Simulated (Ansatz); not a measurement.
Si2, SMILES `[Si]=[Si]` (lower triplet) (charge 0, multiplicity 3). The linear singlet lies higher and needs more than one determinant, so no gap is given.

Cartesian coordinates (Å):
```xyz
2

Si     1.1342     0.0000     0.0000
Si    -1.1342     0.0000     0.0000
```
Charge 0, spin multiplicity 3.

Frozen-core energies in 6-31g from Ansatz (a first-principles code) at a geometry from B3LYP-D3(BJ)/def2-TZVP; the HF reference has <S^2> = 2.02 and the T1 diagnostic is 0.023.

```
level  energy (Ha)
-----  -----------
HF      -577.67131
MP2     -577.76343
CCSD    -577.78031
```

Problem. Estimate the energies of CCSD(T), CCSDT, CCSDT(Q) and CCSDTQ, and give each level's difference from CCSDTQ.

Solution. 
| level | energy (Ha) | difference from CCSDTQ (mHa) |
|---|---|---|
| MP2 | -577.76343 | 23.74 |
| CCSD | -577.78031 | 6.85 |
| CCSD(T) | -577.78476 | 2.40 |
| CCSDT | -577.78581 | 1.36 |
| CCSDT(Q) | -577.78702 | 0.15 |
| CCSDTQ | -577.78716 | 0.00 |
